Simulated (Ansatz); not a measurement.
# How far a parabola holds: energy against volume of fcc Cu

fcc Cu, treated with r²SCAN-D4 (PAW; Ansatz, a program for electronic structure). Run with plane-wave cutoff 560 eV, 26×26×26 k mesh, Fermi–Dirac smearing 0.05 eV, no spin polarisation, scalar-relativistic PAW data made under PBE. The cell has no free parameter but its volume, all volumes share cutoff and mesh, and the runs aren't spin-polarised. Energies are free energies at the run's smearing, counted from the lowest row; static lattice.

| V (Å³/atom) | E (meV/atom) |
|---|---|
| 10.604 | ? |
| 10.829 | 10.45 |
| 11.055 | 2.51 |
| 11.280 | 0.00 |
| 11.506 | 2.31 |
| 11.732 | 8.87 |

The 5 complete rows are fitted with a parabola, E against V. With u = V - 11.28, the rows have u = -0.45100, -0.22500, 0.00000, 0.22600, 0.45200. Least squares gives E = 0.001 - 1.536·u + 47.388·u². Residuals (row less fit): 0.117, -0.236, -0.001, 0.236, -0.118; standard error 0.264 (degrees of freedom: 2). The fitted curve has its minimum at V = 11.3, where E = -0.01. Its curvature is d²E/dV² = 2 × 47.388 meV/Å⁶, so B = V0·d²E/dV² × 0.1602 = 172 GPa.

Problem. Predict the withheld E at V = 10.604 from the fit, and compare with the calculation.

Solution. u = -0.67600, so E = 0.001 - 1.536 × (-0.67600) + 47.388 × (-0.67600)² = 22.695 meV/atom. The calculation gives 24.52 meV/atom, 1.825 meV/atom above the prediction (7.4 % of the range of E in the table). The row lies outside the fitted rows, so this is an extrapolation. From the scatter of the fitted rows alone, a prediction at this place has a standard error of 0.622 meV/atom, so the miss is 2.9 times that.

The residuals are curvature that a parabola lacks, not noise. A solid that stiffens under compression and softens on expansion lies above the parabola at the compressed end and under it at the expanded end, as this row does. A third-order Birch-Murnaghan fit to the whole scan has B0 = 171 GPa. Only scans are tabulated whose curvature falls smoothly with volume, and where the parabola meets the shown rows within 5 % of their range and misses the end by 0.1 meV or more.

Measured, for comparison: bulk modulus 144 GPa (0 K value with the zero-point phonon effect removed, sources range from 140 to 145; as tabulated in Mejia-Rodriguez and Trickey (2018), arXiv:1807.09216). Computed less measured: bulk modulus +19 % (+18 % to +22 % over the range).
